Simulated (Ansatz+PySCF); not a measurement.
**singlet Na₂: levels of theory in one basis**

```xyz
2

Na    0.0020   -0.0251   -1.5195
Na    0.0330   -0.0371    1.5571
```

Basis set: def2-SVP (spherical functions). Left uncorrelated: 2 orbitals. Charge 0, multiplicity 1.

Computed with Ansatz (development build ahead of 0.2.0); each method stands on the lowest determinant of its kind that the runs found. NEVPT2 correlates all electrons. Active spaces start from the frontier orbitals, and the lowest solution found is given.

| method | E − E(RHF) (eV) | <S²> of the determinant |
| --- | --- | --- |
| RHF | 0.00 | 0.00 |
| UHF | -0.05 | 0.38 |
| RHF-MP2 | -0.50 | – |
| UHF-MP2 | -0.39 | 0.38 |
| RHF-CCSD | -0.75 | – |
| RHF-CCSD(T) | -0.75 | – |
| SC-NEVPT2(2,2) | -0.51 | – |

Problem. What does CASSCF(2,2) give on the same scale?

Solution. -0.28 eV.

Problem. Is a single determinant a sound starting point here?

Solution. Only with care. Unrestricted orbitals gain 0.05 eV and <S²> is 0.38 against 0.00 for a pure state, so spin symmetry breaks but gains little energy; restricted orbitals can still serve. The CASSCF(2,2) natural occupations are 1.88, 0.12.

Caution for UHF, UHF-MP2: the unrestricted determinant is spin contaminated; the determinant breaks the point group. Caution for UHF-MP2: another reference gives a lower total.
